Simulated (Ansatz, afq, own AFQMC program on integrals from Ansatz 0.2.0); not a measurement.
# ZrB, sextet: AFQMC among the cluster methods

```xyz
2

Zr    0.0000    0.0000    0.0000
B     0.0000    0.0000    1.8940
```

Basis def2-TZVP with its core potentials. Only valence electrons are correlated. AFQMC by an in-house program on the Cholesky factors that Ansatz 0.2.0 writes for its CCSD(T) run. The CISD trial takes its coefficients from CCSD amplitudes. Released means that phaseless walkers are propagated on without the constraint, phases kept. Uncertainties: one standard error, sampling alone. No spin–orbit coupling. The metal's outer-core s and p shells are frozen, which shifts wave-function levels against functionals.

Determinant: UHF, the one that the program's search chose, which needn't be the lowest solution. The geometry is a point of a scan.

No full CI on the walks' own integrals is used here; CCSDT(Q) serves as the reference and is uncertain by about the last step of the cluster series.

Cautions: no spin-orbit coupling; outer-core shells of the metal frozen; lower spins were not checked; higher spins were not checked; the released energies are still falling, so no released level is given (meV from the phaseless value at times in 1/Eh: -5 ± 3 at 0.24, -14 ± 3 at 0.50, -24 ± 3 at 1.00, -28 ± 3 at 1.50).

The T1 diagnostic is 0.0286. The weight of the determinant in the CISD state is 0.893, the ⟨S²⟩ of the determinant is 8.759 and the size of the correlated space is 7 electrons in 66 orbitals.

```csv
level,correlation energy (eV)
MP2,-3.1480
CCSD,-3.6099
CCSD(T),-3.8244
```

**Question.** Estimate where phaseless AFQMC with a CISD trial lies against CCSD(T) on the same integrals.

**Answer.** 0.2 ± 0.3 kJ/mol below CCSD(T). The gap is under twice the noise, so this walk alone can't tell the two apart.

Reference: CCSDT(Q), correlation energy -3.870 eV.

```tsv
level	E − E(reference) (kJ/mol)	share of correlation (%)
CCSD(T)	4.4	98.82
CCSDT	1.4	99.64
ph-AFQMC/CISD	4.2 ± 0.3	98.88
```

A walk keeps the symmetry of its determinant, which the program's search chose and which needn't be the lowest solution, so a lower state of the same spin and another symmetry isn't excluded.
